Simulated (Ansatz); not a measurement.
# H2P2: the cost of one run

Method: def2-QZVPP, all electrons in the functionals, frozen cores in the correlation of double hybrids and RPA; program: Ansatz 0.2.0, Gaussian basis.

To be run: wB97M-V, B2PLYP, at charge 0, triplet; charge 0, singlet; charge 0, quintet; charge 1, doublet; charge 1, quartet.

5 further runs of the same task are left out: 1 that didn't finish, 4 set aside as unsound or not needed.

## (1) The geometry

The geometry is a PBE0/def2-TZVP stationary point (not a proven minimum).

4 atoms, charge 0, spin multiplicity 3.

Atoms are counted from 1 here; the program's logs count them from 0.

Bond lengths: P1–P2 2.159 Å, P1–H3 1.428 Å, P2–H4 1.428 Å. Angles: P2–P1–H3 95.2°, P1–P2–H4 95.2°.

No dispersion term is added; wB97M-V holds VV10 nonlocal correlation.

The geometry shown and the zero of energy belong to the point charge 0, triplet. The yardstick, UCCSD(T), and other wave-function levels (R restricted, U unrestricted, valence and pair active spaces) come from earlier runs.

## (2) wB97M-V, charge 0, triplet

The input, in.yaml:

```yaml
crystal:
  periodic: [false, false, false]
  atoms:
    - {symbol: P, position_ang: [-0.031349, -0.073548, 1.077042]}
    - {symbol: P, position_ang: [-0.031350, 0.073548, -1.077042]}
    - {symbol: H, position_ang: [0.963360, 0.931093, 1.276164]}
    - {symbol: H, position_ang: [0.963376, -0.931077, -1.276164]}
basis:
  gaussian: {orbitals: "def2-QZVPP.json"}
magnetization: {spin_polarized: true, initial_magnetization: 2}
hamiltonian: {xc: {name: wB97M-V}}
output: {orbitals: {seedname: orbitals}}
```

Command:

```bash
ansatz run in.yaml --threads 1 --pin off --events-out ev --progress --plain --max-ram 2393MiB
```

**Question.** How long does this run take on 1 thread of Arm Neoverse V2, shared host, and how much memory does it need?

About 22 s, with a peak of 0.53 GiB.
